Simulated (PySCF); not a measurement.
Gas-phase reaction: SiCl3 + O ⇌ SiOCl2 + Cl, at 600 K and a standard pressure of 1 bar. Level: PBE/def2-TZVP†.

Method: PySCF energies plus ideal-gas RRHO corrections (1 bar). † marks an energy on the PBE0/def2-TZVP geometry and frequencies. Open shells (unrestricted): SiCl3 (multiplicity 2), O (multiplicity 3, electronic degeneracy 9), Cl (multiplicity 2, electronic degeneracy 6); the rest are closed-shell singlets. Spin-orbit splitting is ignored; it lowers the true energy and changes the entropy of O, Cl. SiOCl2: computed as isolated molecules; such fragments, hydroxides, amides, oligomers or adducts are transient or little studied in the gas. The harmonic model lacks anharmonicity and excited electronic states, which grow with temperature; levels with a mode under 35 cm⁻¹ are left out.

| species | E (Ha) | H(600 K) − E (kJ/mol) | S°(600 K) (J/mol/K) |
|---|---|---|---|
| SiCl3 | -1669.54663 | 52.3 | 373.0 |
| O | -75.00968 | 12.5 | 176.2 |
| SiOCl2 | -1284.70175 | 55.3 | 351.1 |
| Cl | -459.95843 | 12.5 | 182.8 |
E: electronic energy; H − E holds the zero-point and thermal terms. 1 Ha = 2625.5 kJ/mol.

Problem. Work out ΔH°, ΔS°, ΔG° and log10 K from these numbers.

Solution. 1. ΔE = 1×(-1284.70175) + 1×(-459.95843) − 1×(-1669.54663) − 1×(-75.00968) = -0.10387 Ha = -272.7 kJ.
2. Δ(H − E) = 1×(55.3) + 1×(12.5) − 1×(52.3) − 1×(12.5) = 3.0 kJ, so ΔH° = -269.7 kJ.
3. ΔS° = 1×(351.1) + 1×(182.8) − 1×(373.0) − 1×(176.2) = -15.3 J/K; the number of gas molecules stays the same.
4. ΔG° = ΔH° − TΔS° = -269.7 − 600×(-15.3)/1000 = -260.5 kJ.
5. log10 K = −ΔG°/(RT ln 10) = 22.67, with RT ln 10 = 11.49 kJ/mol; at standard pressures the products are favoured.
6. A shift of 10 kJ in ΔE would move log10 K by 0.87 here.
For scale, ΔH°(298 K) is -268 kJ at this level, -253 kJ at ωB97M-V/def2-TZVP†, and runs from -767 to -46 kJ over the 20 levels computed.
